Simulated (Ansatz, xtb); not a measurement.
**Two isomers of C3H6S**

We compare X, `C[C@@H]1CS1`, a singlet, with Y, `C1CSC1`, a singlet. Both are isolated molecules in the gas phase, relaxed with B3LYP/def2-SVP.

X (Å):

```csv
atom,x (Å),y (Å),z (Å)
C,-0.6707,-0.5269,-1.2426
C,0.6755,-0.3161,-0.5900
C,1.6068,-1.4504,-0.3776
S,0.8876,-0.7971,1.1742
H,-1.3808,0.2630,-0.9524
H,-1.1019,-1.4966,-0.9511
H,-0.5712,-0.5025,-2.3423
H,1.1471,0.6474,-0.8201
H,1.2688,-2.4526,-0.6652
H,2.6817,-1.2833,-0.5073
```

Y (Å):

```xyz
10

C     0.2969   -0.8502   -1.4463
C    -0.0366    0.2484   -0.4147
C     1.1040   -1.7532   -0.4896
S     0.4283   -0.8667    0.9968
H    -0.6187   -1.3593   -1.7833
H     0.8428   -0.5057   -2.3400
H    -1.0807    0.5928   -0.3886
H     0.6280    1.1249   -0.4667
H     2.1947   -1.6245   -0.5696
H     0.8680   -2.8271   -0.5166
```

Q: Estimate which is lower in electronic energy at CCSD(T)/def2-SVP + ΔMP2/def2-TZVPP, and by roughly how much.

A: The CCSD(T)/def2-SVP + ΔMP2/def2-TZVPP calculation puts structure X lower, by 17.8 kJ/mol.

How the difference moves with the method:

| level | geometry | E(Y) − E(X) (kJ/mol) | departure from the last row (kJ/mol) | job, with rough time for the two |
| --- | --- | --- | --- | --- |
| GFN2-xTB | GFN2-xTB | +1.9 | −15.9 | optimisation, 0.22 s |
| HF/STO-3G | GFN2-xTB | −60.8 | −78.6 | single point, 0.44 s |
| r2SCAN-D4/def2-SVP | GFN2-xTB | +27.2 | +9.4 | single point, 4 s |
| B3LYP/def2-SVP | B3LYP/def2-SVP | +20.4 | +2.6 | optimisation, 40 s |
| HF/def2-SVP | B3LYP/def2-SVP | +18.9 | +1.1 | part of the CCSD(T) run |
| MP2/def2-SVP | B3LYP/def2-SVP | +28.3 | +10.5 | part of the CCSD(T) run |
| CCSD(T)/def2-SVP | B3LYP/def2-SVP | +21.6 | +3.8 | single point |
| CCSD(T)/def2-SVP + ΔMP2/def2-TZVPP | B3LYP/def2-SVP | +17.8 |  | single point, 22 s |

As drawn, both hold the same kinds of bond in the same numbers. Structure X has 1 methyl group, Y 0. Structure X has a 3-membered ring, Y a 4-membered ring.

HF/STO-3G puts the two in the other order. GFN2-xTB finds them nearly level. The largest departure from CCSD(T)/def2-SVP + ΔMP2/def2-TZVPP is that of HF/STO-3G, 78.6 kJ/mol. The last row adds to CCSD(T) the change of the MP2 difference between the two basis sets, here −3.8 kJ/mol.

With harmonic frequencies from B3LYP/def2-SVP (ideal gas, rigid rotor, one conformer each, 298.15 K, 1 atm): on the last row, ΔE + ΔZPE = +20.5, ΔH = +19.6, ΔG = +20.7 kJ/mol.

The correlated steps freeze 8 core orbitals. Mirror images aren't counted in ΔG. Run with Ansatz 0.2.0, xtb 6.7.1; the last row on 2 threads of Intel(R) Xeon(R) Platinum 8259CL CPU @ 2.50GHz (Skylake/Cascade Lake) on a shared host.
